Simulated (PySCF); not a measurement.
Species: C5H6S.
Geometry (GFN2-xTB, Å), atoms numbered from 1 in this order:
```xyz
12
C5H6S angstrom
C     -1.715    0.215    0.116
C     -0.260   -0.109    0.033
C      0.750    0.870   -0.171
C      1.997    0.344   -0.212
S      1.984   -1.363   -0.001
C      0.268   -1.356    0.141
H     -2.302   -0.686    0.271
H     -2.047    0.698   -0.802
H     -1.900    0.901    0.942
H      0.540    1.919   -0.282
H      2.932    0.849   -0.354
H     -0.247   -2.283    0.294
```

NICS is the negative of the GIAO shielding at a point without a nucleus: at the ring centre (0) and 1 Å above and below it (1); zz is the component along the ring normal. Level: GIAO PBE0/pcSseg-1 (PySCF, non-relativistic, gas phase) on the GFN2-xTB geometry, one conformer.

Ring bond lengths (Å), with Mayer bond orders in brackets: C2–C3 1.422 (1.24), C3–C4 1.354 (1.59), C4–S5 1.720 (1.18), S5–C6 1.721 (1.17), C6–C2 1.358 (1.58).

**Question.** What do the NICS probes read (ppm)?

**Answer.** 
```csv
ring,type,NICS(0),"NICS(1), two faces","NICS(1)zz, two faces",rms pucker (Å),"centre to ring atoms, mean (Å)"
C2–C3–C4–S5–C6,5-membered ring with S; formal bonds all aromatic,-12.5,-11.3 / -11.3,-26.6 / -26.6,0.00,1.28
```

**Question.** What can be read from them?

**Answer.** 
- C2–C3–C4–S5–C6: mean NICS(1)zz -26.6 ppm, shielded. The ring is flat and has no four-coordinate atom; by the NICS criterion it is aromatic.

**Question.** What does the geometric index give? HOMA = 1 − mean of α(R − Ropt)² over the ring bonds, with Krygowski's 1993 parameters (CC: Ropt 1.388 Å, α 257.7 Å⁻²; CS: Ropt 1.677 Å, α 94.09 Å⁻²).

**Answer.** 
- C2–C3–C4–S5–C6: HOMA 0.77; the largest term is that of C3–C4, α(R − Ropt)² = 0.29. The geometric and the magnetic index point the same way.

**Question.** What is the mean of the two in-plane components of NICS at the second NICS(1) probe listed for ring C2–C3–C4–S5–C6, 1 Å off the ring?

**Answer.** The isotropic value is a third of the trace: (3 × -11.3 − (-26.6))/2 = -3.7 ppm.

Time: 11 s. Hardware: one thread, x86-64 server (shared host). This is the whole shielding run at PBE0/pcSseg-1, SCF included.
